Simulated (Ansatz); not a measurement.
A calculation with Ansatz (development build ahead of 0.2.0).

```yaml
crystal:
  periodic: [false, false, false]
  atoms:
    - { symbol: C, position_ang: [-0.03977, 0.67071, 0.0] }
    - { symbol: O, position_ang: [-0.03977, -0.75223, 0.0] }
    - { symbol: H, position_ang: [-1.08564, 0.97611, 0.0] }
    - { symbol: H, position_ang: [0.88589, -1.04214, 0.0] }
    - { symbol: H, position_ang: [0.42243, 1.06773, 0.85112] }
    - { symbol: H, position_ang: [0.42243, 1.06773, -0.85112] }
basis:
  gaussian: { orbitals: cc-pVTZ }
hamiltonian:
  xc: hf
correlation:
  method: mp2
  frozen_orbitals: { C: 1, H: 0, O: 1 }
output:
  forces: true
```

The input is written out in the form of the current development build from the run's settings.

Output:

```json
{
 "Converged": "yes",
 "Reference energy": "-115.08661 hartree",
 "Correlation energy": "-0.42811 hartree",
 "Total energy": "-115.51472 hartree",
 "Spin squared of the determinant": "0.000",
 "Stability test": "minimum among restricted orbitals",
 "Occupied orbitals by symmetry in an Abelian subgroup (alpha; beta)": "7 A' 2 A''; 7 A' 2 A''"
}
```

Forces (eV/Å):
```
atom      Fx      Fy      Fz
  C1  -1.523  -1.190   0.000
  O2   0.509  -0.169   0.000
  H3   0.126  -0.015   0.000
  H4  -0.504   0.169   0.000
  H5   0.696   0.603   1.406
  H6   0.696   0.603  -1.406
```
